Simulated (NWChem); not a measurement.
# One shape, several levels: C3H6F2 (SMILES FCCCF)

Aim: a comparison of 4 runs (HF/STO-3G, HF/3-21G, B3LYP/6-31G*) of C3H6F2. 

The calculation is run with NWChem 7.3.0.

### Step 1. Starting point

C3H6F2 has 11 atoms, charge 0, and is taken as a singlet. SMILES: `FCCCF`. The coordinates come from a PBE0-D4/def2-TZVP relaxation. This is one conformer, not always the lowest.

Bond lengths: F1–C2 1.383 Å, C2–C3 1.509 Å, C3–C4 1.507 Å, C4–F5 1.386 Å, C2–H6 1.096 Å, C2–H7 1.093 Å, C3–H8 1.093 Å, C3–H9 1.095 Å, C4–H10 1.095 Å, C4–H11 1.093 Å. Some angles: F1–C2–C3 109.8°, C2–C3–C4 112.4°, C3–C4–F5 110.3°, F1–C2–H6 107.7°, F1–C2–H7 107.9°, C3–C2–H6 111.1°, C3–C2–H7 111.3°, C2–C3–H8 109.6°, C2–C3–H9 109.3°, C4–C3–H8 109.6°.

### Step 2. Energy and forces at HF/STO-3G (run 1)

test.nw reads:

```
start test
memory 2200 mb

geometry units angstrom noautosym nocenter noautoz
F    -1.964400    1.432700   -0.107100
C    -0.715300    1.000700    0.300600
C    -0.375000   -0.298800   -0.387800
C     0.967500   -0.838200    0.034700
F     1.975600    0.040200   -0.331200
H    -0.744500    0.875300    1.388600
H     0.008000    1.781800    0.054100
H    -0.388200   -0.154300   -1.471600
H    -1.138100   -1.046200   -0.147100
H     1.026200   -0.968100    1.120800
H     1.173400   -1.798000   -0.445900
end

basis spherical bse
F library STO-3G
C library STO-3G
H library STO-3G
end

scf
thresh 1e-08
maxiter 80
end

task scf gradient
```

Run with:

```
nwchem test.nw > test.out
```

Output:

```text
[...]
  functions       =    31
[...]
  wavefunction    = RHF
[...]
         Total SCF energy =   -311.776832617319
      One-electron energy =   -799.772714165538
      Two-electron energy =    303.492339268077
 Nuclear repulsion energy =    184.503542280142
        Time for solution =      1.4s
[...]
                         RHF ENERGY GRADIENTS
    atom               coordinates                        gradient
                 x          y          z           x          y          z
   1 F      -3.712178   2.707410  -0.202390    0.008555  -0.003175   0.003027
   2 C      -1.351721   1.891049   0.568052    0.017191  -0.025913  -0.010135
   3 C      -0.708647  -0.564650  -0.732836    0.024059   0.024448   0.020332
   4 C       1.828310  -1.583968   0.065573   -0.037222   0.001434  -0.004772
   5 F       3.733343   0.075967  -0.625877   -0.004677  -0.004730   0.002310
   6 H      -1.406901   1.654077   2.624074   -0.006009   0.001630  -0.002917
   7 H       0.015118   3.367114   0.102234   -0.008003  -0.000332  -0.001531
   8 H      -0.733592  -0.291585  -2.780921   -0.000284   0.000356  -0.005036
   9 H      -2.150697  -1.977031  -0.277979   -0.002844  -0.005033   0.002232
  10 H       1.939237  -1.829444   2.118005    0.005351   0.004605  -0.002850
  11 H       2.217404  -3.397727  -0.842629    0.003884   0.006710  -0.000659
[...]
```

Wall time 2.1 s (1 thread of AMD EPYC 9R14 (Zen 4), shared host); peak memory 0.099 GiB.

### Step 3. Energy and forces at HF/3-21G (run 2)

nw.xyz reads:

```xyz
11
C3H6F2
F     -1.964400     1.432700    -0.107100
C     -0.715300     1.000700     0.300600
C     -0.375000    -0.298800    -0.387800
C      0.967500    -0.838200     0.034700
F      1.975600     0.040200    -0.331200
H     -0.744500     0.875300     1.388600
H      0.008000     1.781800     0.054100
H     -0.388200    -0.154300    -1.471600
H     -1.138100    -1.046200    -0.147100
H      1.026200    -0.968100     1.120800
H      1.173400    -1.798000    -0.445900
```

nw.nw reads:

```
start nw
title "C3H6F2"
memory 2200 mb

geometry units angstroms noautosym nocenter noautoz
  load nw.xyz
end

basis "ao basis" spherical bse
  * library 3-21G
end

scf
  nopen 0
  rhf
  thresh 1e-08
  maxiter 80
end

task scf gradient
```

Run with:

```
nwchem nw.nw > nw.out
```

Output:

```text
[...]
  functions       =    57
[...]
  wavefunction    = RHF
[...]
         Total SCF energy =   -314.242567690472
      One-electron energy =   -800.268475519053
      Two-electron energy =    301.522365548440
 Nuclear repulsion energy =    184.503542280142
        Time for solution =      1.8s
[...]
                         RHF ENERGY GRADIENTS
    atom               coordinates                        gradient
                 x          y          z           x          y          z
   1 F      -3.712178   2.707410  -0.202390    0.018402  -0.003684   0.007745
   2 C      -1.351721   1.891049   0.568052   -0.019392  -0.010534  -0.016341
   3 C      -0.708647  -0.564650  -0.732836    0.009682   0.010504   0.009276
   4 C       1.828310  -1.583968   0.065573    0.000052   0.022441  -0.011251
   5 F       3.733343   0.075967  -0.625877   -0.011520  -0.015981   0.005681
   6 H      -1.406901   1.654077   2.624074   -0.003019   0.000199   0.009289
   7 H       0.015118   3.367114   0.102234    0.002994   0.009797  -0.002509
   8 H      -0.733592  -0.291585  -2.780921   -0.000154  -0.000149  -0.007688
   9 H      -2.150697  -1.977031  -0.277979   -0.004467  -0.006167   0.001658
  10 H       1.939237  -1.829444   2.118005    0.003307   0.000625   0.009282
  11 H       2.217404  -3.397727  -0.842629    0.004117  -0.007052  -0.005143
[...]
```

It took 2.6 s on 1 thread of AMD EPYC 9R14 (Zen 4), shared host; peak memory 0.099 GiB.

Run 3 isn't shown in full; the table further down has it.

### Step 4. Energy and forces at B3LYP/6-31G(d) (Cartesian functions) (run 4)

run.py reads:

```python
from ase import Atoms
from ase.calculators.nwchem import NWChem

molecule = Atoms(['F', 'C', 'C', 'C', 'F', 'H', 'H', 'H', 'H', 'H', 'H'], positions=[
    [-1.964400, 1.432700, -0.107100],
    [-0.715300, 1.000700, 0.300600],
    [-0.375000, -0.298800, -0.387800],
    [0.967500, -0.838200, 0.034700],
    [1.975600, 0.040200, -0.331200],
    [-0.744500, 0.875300, 1.388600],
    [0.008000, 1.781800, 0.054100],
    [-0.388200, -0.154300, -1.471600],
    [-1.138100, -1.046200, -0.147100],
    [1.026200, -0.968100, 1.120800],
    [1.173400, -1.798000, -0.445900],
])

calc = NWChem(
    label='a',
    theory='dft',
    memory='2200 mb',
    basis='6-31G*',
    dft={'xc': 'b3lyp', 'mult': '1', 'grid': 'xfine', 'convergence': 'energy 1e-08', 'iterations': '100', 'mulliken': None},
)
molecule.calc = calc

forces = molecule.get_forces()
e = molecule.get_potential_energy()
print(f"E = {e:.6f} eV")
print("forces (eV/A):")
for s, f in zip(molecule.symbols, forces):
    print(f"{s:2s} {f[0]:10.5f} {f[1]:10.5f} {f[2]:10.5f}")
print("dipole (e A):", molecule.get_dipole_moment().round(4))
```

Run with:

```
export ASE_NWCHEM_COMMAND="nwchem PREFIX.nwi > PREFIX.nwo"
python run.py
```

Output:

```text
E = -8642.208844 eV
forces (eV/A):
F    -0.35502    0.08737   -0.13997
C     0.00525    0.23387    0.12655
C    -0.09421   -0.13503   -0.06597
C     0.17499   -0.23541    0.06227
F     0.23171    0.30221   -0.10711
H     0.07760   -0.02124    0.11159
H     0.14069    0.01486    0.01054
H    -0.01234    0.01697   -0.09364
H    -0.10547   -0.04345   -0.00036
H    -0.04721   -0.07646    0.10629
H    -0.01599   -0.14367   -0.01023
dipole (e A): [ 0.0446 -0.3341  0.1463]
```

The calculator wrote a.nwi:

```
title "a"

permanent_dir a

scratch_dir a

start a

geometry units angstrom nocenter noautosym noautoz
  F  -1.9643999999999999e+00 1.4327000000000001e+00 -1.0710000000000000e-01
  C  -7.1530000000000005e-01 1.0006999999999999e+00 3.0059999999999998e-01
  C  -3.7500000000000000e-01 -2.9880000000000001e-01 -3.8779999999999998e-01
  C  9.6750000000000003e-01 -8.3819999999999995e-01 3.4700000000000002e-02
  F  1.9756000000000000e+00 4.0200000000000000e-02 -3.3119999999999999e-01
  H  -7.4450000000000005e-01 8.7529999999999997e-01 1.3886000000000001e+00
  H  8.0000000000000002e-03 1.7818000000000001e+00 5.4100000000000002e-02
  H  -3.8819999999999999e-01 -1.5429999999999999e-01 -1.4716000000000000e+00
  H  -1.1380999999999999e+00 -1.0462000000000000e+00 -1.4710000000000001e-01
  H  1.0262000000000000e+00 -9.6809999999999996e-01 1.1208000000000000e+00
  H  1.1734000000000000e+00 -1.7980000000000000e+00 -4.4590000000000002e-01
end

memory 2200 mb

basis noprint
   * library 6-31G*
end

dft
  xc b3lyp
  mult 1
  grid xfine
  convergence energy 1e-08
  iterations 100
  mulliken
end

task dft gradient
```

a.nwo:

```text
Northwest Computational Chemistry Package (NWChem) 7.3.0
             --------------------------------------------------------

           Job information
           ---------------

    nwchem branch   = 7.3.0
    use scalapack   = T
    input           = a.nwi
    prefix          = a.
    data base       = a/a.db
    status          = startup
    nproc           =        1

           Memory information
           ------------------

[... 5 lines left out ...]
    hardfail = no
[... 110 lines left out ...]
  convergence criterion.
[... 42 lines left out ...]
          Spatial weights used:  Erf1
[... 32 lines left out ...]
 1-e energy   =    -799.615131
[... 43 lines left out ...]
           Coulomb energy =      340.464916371816
[... 677 lines left out ...]
          Convergence on density requested:  1.00D-05
[... 28 lines left out ...]
          total energy or number of iterations.
[... 36 lines left out ...]
                 ----------------------------------------
                 |  Time  |  1-e(secs)   |  2-e(secs)   |
                 ----------------------------------------
                 |  CPU   |       0.01   |       1.11   |
                 ----------------------------------------
                 |  WALL  |       0.01   |       1.11   |
                 ----------------------------------------

 Task  times  cpu:       35.1s     wall:       35.1s
 Total times  cpu:       35.1s     wall:       35.1s
```

Wall time 36 s (1 thread of AMD EPYC 9R14 (Zen 4), shared host); peak memory 0.16 GiB.

### Step 5. All runs side by side

```tsv
run	level	iteration cap	module	energy (Eh)	dipole moment (D)	HOMO energy (eV)	LUMO energy (eV)	wall time
1	HF/STO-3G	80	scf	-311.776833	1.28	-10.67	14.64	2.1 s
2	HF/3-21G	80	scf	-314.242568	2.32	-13.14	6.87	2.6 s
3	B3LYP/6-31G* (spherical functions)	100	dft	-317.590972	1.76	-8.65	2.31	34 s
4	B3LYP/6-31G* (Cartesian functions)	100	dft	-317.595320	1.76	-8.66	2.30	36 s
```

### Step 6. Outcome

```
                       quantity          value
            run 4: total energy  -317.59532 Eh
           run 4: dipole moment         1.76 D
             run 4: HOMO energy       -8.66 eV
             run 4: LUMO energy        2.30 eV
           run 4: HOMO–LUMO gap       10.97 eV
run 4: largest force on an atom     0.396 eV/Å
```

**Reading.** The dipole moment (its size) runs from 1.28 D (HF/STO-3G) to 2.32 D (HF/3-21G). The HOMO–LUMO gap runs from 10.96 eV (B3LYP/6-31G*) to 25.30 eV (HF/STO-3G). The two ends differ in method and basis. In run 1 the basis is minimal, so the values are rough. All runs together took 75 s, the longest 36 s.
